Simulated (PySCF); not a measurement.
C3H7, charge +1, multiplicity 1. Atoms are numbered in the order given.

```xyz
10

C      1.2777     0.0191    -0.2004
C      0.0000     0.0000     0.4470
C     -1.2777    -0.0191    -0.2004
H      1.9936     0.6866     0.3163
H      1.2650     0.1349    -1.2888
H      1.7161    -0.9825     0.0605
H      0.0000     0.0000     1.5473
H     -1.7161     0.9825     0.0605
H     -1.9936    -0.6866     0.3163
H     -1.2650    -0.1349    -1.2888
```
Charge +1, spin multiplicity 1.

Coordinates come from a PBE-D3(BJ)/def2-TZVP optimisation. The spin state was assumed, not searched. The isomer is the one that the SMILES or the coordinates give; other isomers of the formula were not compared.

Method: PySCF with PBE0/pcSseg-1.

GIAO shieldings, no solvent; atoms alike by connectivity are averaged. δ = σ(ref) − σ: ¹³C against TMS (σ = 186.3 ppm); ¹H against TMS (σ = 31.56 ppm), references at their B3LYP-D3(BJ)/def2-TZVP geometries, non-relativistic.

```tsv
atoms	nucleus	count	δ (ppm)
C2	¹³C	1	[?]
C1, C3	¹³C	2	59.7
H7	¹H	1	[?]
H4, H5, H6, H8, H9, H10	¹H	6	5.05
```

Q: What belongs in the gaps? (Estimate from the structure and the level; the computed values follow.)

A: 
- C2, δ (ppm): 335.1
- H7, δ (ppm): 12.81
